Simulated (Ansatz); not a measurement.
Input file:

```yaml
crystal:
  periodic: [false, false, false]
  atoms:
    - {symbol: B, position_ang: [-2.059248, 0.000000, 0.000000]}
    - {symbol: H, position_ang: [-2.655982, 1.033571, 0.000000]}
    - {symbol: H, position_ang: [-2.655982, -1.033571, 0.000000]}
    - {symbol: H, position_ang: [-0.555248, 0.000000, 0.000000]}
    - {symbol: Cl, position_ang: [0.794752, 0.000000, 0.000000]}
basis:
  gaussian: {orbitals: cc-pVDZ}
magnetization: {spin_polarized: true, initial_magnetization: 1}
hamiltonian: {xc: {name: revPBE}}
```

```sh
$ ansatz run in.yaml --threads 1 --pin off --events-out ev --progress --plain --max-ram 2393MiB
```

Output:

```
592 factors; their error is unknown
mean field evaluation 1: about -13241.6961 eV, gradient 9.3e0 eV
mean field evaluation 2: about -13242.1137 eV, gradient 6.4e0 eV
mean field evaluation 4: about -13242.4227 eV, gradient 7.2e-1 eV
mean field evaluation 8: about -13242.3900 eV, gradient 8.9e-2 eV
mean field evaluation 16: about -13239.9846 eV, gradient 8.3e0 eV
mean field -13242.39001480 eV, -486.6488570296 hartree, gradient 1.5e-5 eV, S^2 0.752618; 3 other end points of the search recorded, 0 dependent functions left out
reference -13242.39005026 eV, -486.6488583327 hartree; 13, 12 occupied and 34, 35 virtual orbitals, 592 factors
Total energy: -13242.39005026 eV, -486.6488583327 hartree
```

Ran on 1 thread of Arm Neoverse V1, shared host: 2 s wall, 0.19 GiB peak host memory.
